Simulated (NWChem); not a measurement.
Basis-set convergence for silicon monoxide (OSi)

```xyz
2

Si     0.0000     0.0000     0.5619
O      0.0000     0.0000    -0.9833
```
Charge 0, spin multiplicity 1.

Program: NWChem. The geometry was optimised at PBE/def2-SVP, a minimum by its harmonic frequencies.

Quantity: dipole moment at the level B3LYP.

B3LYP has NWChem's definition, with VWN1-RPA local correlation. The Pople sets run with spherical d functions.

```csv
basis,functions,dipole moment (D)
pcseg-1,32,[?]
6-31G*,32,2.69
6-31+G*,40,3.30
6-311G**,44,2.97
def2-SVPD,47,3.32
aug-pcseg-1,50,[?]
cc-pVTZ,64,[?]
pcseg-2,64,3.32
def2-TZVPP,73,3.23
aug-cc-pVTZ,96,3.29
```

Question: Some entries are withheld; supply them.

Answer: 
- pcseg-1, dipole moment (D): 2.99
- aug-pcseg-1, dipole moment (D): 3.26
- cc-pVTZ, dipole moment (D): 3.07
